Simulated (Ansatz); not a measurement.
A nudged elastic band was laid between two geometries of CH$_{3}$SSi (6 atoms, charge 1, multiplicity 1).

These are results of Ansatz, RKS PBE-D4/6-31G*, not measurements.

```json
{
 "movable images": "5",
 "climbing image": "yes",
 "spring": "5.0 eV/Å²",
 "optimiser": "quadratic models (default)",
 "start path": "through a guess of the saddle point",
 "force threshold": "0.05 eV/Å",
 "iteration limit": "60",
 "end points": "relaxed"
}
```

Initial state:

```xyz
6
Properties=species:S:1:pos:R:3
C -0.979 0.215 -0.899
Si 0.425 -0.402 -0.034
S 1.111 0.316 1.780
H -1.899 -0.395 -0.926
H -0.825 0.811 -1.815
H 2.167 -0.545 1.893
```

Final state:

```xyz
6
Properties=species:S:1:pos:R:3
C -0.225 -0.289 -0.666
Si 0.323 0.417 0.958
S 0.889 1.144 2.632
H -1.255 -0.674 -0.554
H -0.195 0.511 -1.427
H 0.463 -1.109 -0.943
```

Task: What changes between the two ends?

Result: Bonds broken: S3–H6. Bonds formed: C1–H6.

Task: Give the energies along the band, and the barrier.

Result: It converged. The highest image is number 4 of 0 to 6, 1.45 eV above the first end and 3.14 eV above the last; the last end lies 1.69 eV below the first. The profile has 2 maxima (images 1, 4) with wells between them (image 2): this band takes more than one step, which may be the mechanism or a detour left from its start path. Neighbouring images differ by up to 2.6 eV, so the band resolves the path poorly. A vibrational analysis at the climbing image gives one clearly imaginary mode, 1604i cm⁻¹: a first-order saddle point. The orbitals stay closed-shell, which can raise the energy where a bond breaks towards radicals; this wasn't checked here. Limits of this set-up: the dipole of an ion depends on the origin.

```csv
image,path coordinate (Å),energy (eV),S3–H6 (Å),C1–H6 (Å)
0,0.00,0.00,1.37,4.27
1,0.87,0.25,1.37,4.11
2,1.74,0.12,1.37,3.50
3,2.61,0.31,1.36,2.67
4,3.48,1.45,1.79,1.72
5,4.57,-1.20,3.16,1.12
6,5.66,-1.69,4.25,1.11
```

Task: What is the geometry of the highest image?

Result: 
```xyz
6
Properties=species:S:1:pos:R:3
C -0.474 -0.098 -0.705
Si -0.196 0.793 0.830
S 1.376 0.196 1.926
H -1.308 -0.818 -0.754
H -0.218 0.396 -1.656
H 0.821 -0.470 0.359
```

The run took 2.7 min on 1 thread of Arm Neoverse V1, with other jobs on the host, peak memory 0.11 GiB.
